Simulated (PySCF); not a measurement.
Ligands exchanged one at a time, B Cl-OH. All species are isolated molecules in the gas phase. One relaxed conformer stands for each flexible species; it need not be the lowest. Strings in code marks are SMILES.

All values below come from PBE0-D3(BJ)/def2-TZVP run with PySCF 2.14.0. All candidates: neutral, multiplicity 1. Excitations are Tamm–Dancoff values on a coarser integration grid. The basis has no diffuse functions, so Rydberg states are missing or too high.

```
Quantity               Result
-------------------  --------
S1 excitation (TDA)   6.99 eV
T1 excitation (TDA)   6.79 eV
HOMO                 -9.08 eV
```

Question: Identify which member has these values.
(A) `OB(Cl)Cl` (H–O–B–Cl torsion 180°)
(B) `ClB(Cl)Cl`
(C) `OB(O)O`
(D) `OB(O)Cl` (H–O–B–Cl torsion 180°, Cl–B–O–H torsion 0°)

Answer: A, `OB(Cl)Cl` (H–O–B–Cl torsion 180°). The others give `ClB(Cl)Cl`: 5.72 eV, 5.52 eV, -9.09 eV; `OB(O)O`: 7.91 eV, 7.60 eV, -9.18 eV; `OB(O)Cl` (H–O–B–Cl torsion 180°, Cl–B–O–H torsion 0°): 8.41 eV, 8.07 eV, -9.14 eV
